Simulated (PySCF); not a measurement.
nitrogen dioxide (NO₂), SMILES [O]N=O, multiplicity 2. Atoms are numbered in the order given.

```xyz
3

O      0.0000     1.1015     0.1413
N      0.0000     0.0000    -0.3229
O      0.0000    -1.1015     0.1413
```
Charge 0, spin multiplicity 2.

The structure is a stationary point at TPSSh-D3(BJ)/def2-TZVP.

These are PySCF with PBE/pcH-1 values and carry that method's errors.

Unrestricted Kohn–Sham, ⟨S²⟩ = 0.751. Hyperfine tensors hold the contact and dipolar terms, without spin-orbit corrections.

Computed hyperfine couplings:
```tsv
nucleus	A(iso) (MHz)	A(iso) (G)	dipolar principal values (MHz)
17O no. 1	-40.2	-14.4	-113.7, 55.5, 58.2
14N no. 2	148.7	53.1	-19.8, -19.1, 38.8
17O no. 3	-40.2	-14.4	-113.7, 55.5, 58.2
```

Q: And the g tensor (effective nuclear charges for spin-orbit coupling, GIAO)? (An estimate is asked for; the answer gives what the named calculation found.)

A: principal values 1.9899, 2.0017, 2.0061; isotropic 1.9992.
